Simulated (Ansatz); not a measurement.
Basis-set extrapolation for `CNCOC` (PBE0-D4/def2-TZVP geometry, frozen core, the Gaussian-basis code of Ansatz). Multiplicity 1, RHF reference.

```
                      def2-TZVPP   def2-QZVPP
                 HF  -248.227701  -248.239755
    MP2 correlation    -0.977992    -1.045371
CCSD(T) correlation    -1.060723      not run
```

Energies in hartree. Use E(X) = E(∞) + A·exp(−7.88·√X) for Hartree–Fock and E(X) = E(∞) + B·X^(−2.97) for correlation, with X = 3 and 4, and add CCSD(T) minus MP2 of the smaller set to the MP2 limit.

Q: What is the CCSD(T) energy at the basis-set limit?

A: HF limit: -248.239755 + (-0.012054) × 0.13774 = -248.24142. MP2 limit: -1.045371 + (-0.067379) × 0.74074 = -1.09528. Higher-order term: -1.060723 − (-0.977992) = -0.08273. Total: -249.41943 hartree, 344.0 kJ/mol below CCSD(T)/def2-TZVPP.
